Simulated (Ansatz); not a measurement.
Two isomers of C4H9N: A = `C=CNCC`, B = `CC/C=C/N`.

Gas-phase electronic energies from Ansatz, PBE0-D4/def2-TZVP geometries. CBS: MP2 limit from def2 TZ/QZ plus the TZ coupled-cluster correction, frozen cores. DFT in def2-TZVPP. B3LYP here is the variant with VWN-RPA as its local correlation; programs differ in this. One conformer a species, not always the lowest.

Task: Which is lower in electronic energy at CCSD(T)/CBS, and by how much? (Best estimate.)

Result: The calculation gave: B, by 6.2 kcal/mol.

Task: Give E(B) − E(A) in kcal/mol with PBE0-D4, CCSD(T)/def2-TZVPP, PBE-D4, B3LYP, r2SCAN-D4, B2PLYP, MP2/def2-TZVPP. (Estimate.)

Result: Computed: PBE0-D4 -5.9, CCSD(T)/def2-TZVPP -6.0, PBE-D4 -5.6, B3LYP -5.5, r2SCAN-D4 -5.6, B2PLYP -5.8, MP2/def2-TZVPP -6.6. None reverses the order clearly.

Largest T1 diagnostic: 0.011.
